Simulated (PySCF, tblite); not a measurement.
# CH6FN, a complex of two parts: NMR shifts, interaction energy, infrared bands, spin-spin couplings and core binding energies

An exercise on one series of results from a longer session: the logs are not shown, and one member is left open.

Programs: tblite 0.8.0 and PySCF 2.14.0. All values are calculated, for the isolated system unless a continuum is named. Atoms count from 0, parts from 1.

## Starting point

9 atoms, charge 0, multiplicity 1; geometry: rigid parts in contact. Parts: 1 = atoms 0–1, `F`, charge 0; 2 = atoms 2–8, `CN`, charge 0.

Set-up of the first run:

What the job is given:

```
{"job": {"kind": "dock", "xc": "GFN2-xTB", "basis": "xTB"}, "charge": 0, "multiplicity": 1, "parts": [{"atoms": "0-1", "charge": 0, "multiplicity": 1}, {"atoms": "2-8", "charge": 0, "multiplicity": 1}]}
F      0.466151    -0.008564     0.002056
H     -0.466151     0.008564    -0.002056
C     -4.212765    -0.253888    -0.257591
N     -2.847968    -0.132861     0.224717
H     -4.336305    -1.239220    -0.705801
H     -4.889363    -0.175321     0.592662
H     -4.501227     0.503357    -1.001060
H     -2.195315    -0.210442    -0.548274
H     -2.707319     0.776005     0.653891
```

Method: GFN2-xTB search for minima from random contacts, gas phase.

On the command line:

```console
$ OMP_NUM_THREADS=1 python cluster_run.py task.json out
```

This one command runs all jobs of the session in turn.

Among the steps run: Bringing the parts together with GFN2-xTB; Relaxing the molecule at PBE0-D3(BJ)/def2-TZVPD; Shielding tensors: PBE0/pcSseg-2; Coupled-cluster interaction energy: CCSD(T) and MP2.

One of the session's tables, all rows but one given; the rest of the session is left out.

It belongs to the step «Coupled-cluster interaction energy: CCSD(T) and MP2». 

```
                 method  interaction energy (kcal/mol)
         HF/aug-cc-pVDZ                         -12.68
        MP2/aug-cc-pVDZ                         -14.15
       CCSD/aug-cc-pVDZ                         -13.33
    CCSD(T)/aug-cc-pVDZ                         -13.68
         HF/aug-cc-pVQZ                         -12.71
        MP2/aug-cc-pVQZ                         -15.41
    SCS-MP2/aug-cc-pVQZ                         -14.31
      MP2, extrapolated                              ?
CCSD(T), limit estimate                         -15.20
```

**Question.** Estimate the row for MP2, extrapolated.

The run gave: interaction energy (kcal/mol): -15.68. In the column «interaction energy (kcal/mol)» it is the lowest.

Limits of these values: The interaction energy leaves out the deformation of the parts, 1.81 kcal/mol (MP2); added to the CCSD(T) estimate it gives a binding of about -13.39 kcal/mol.
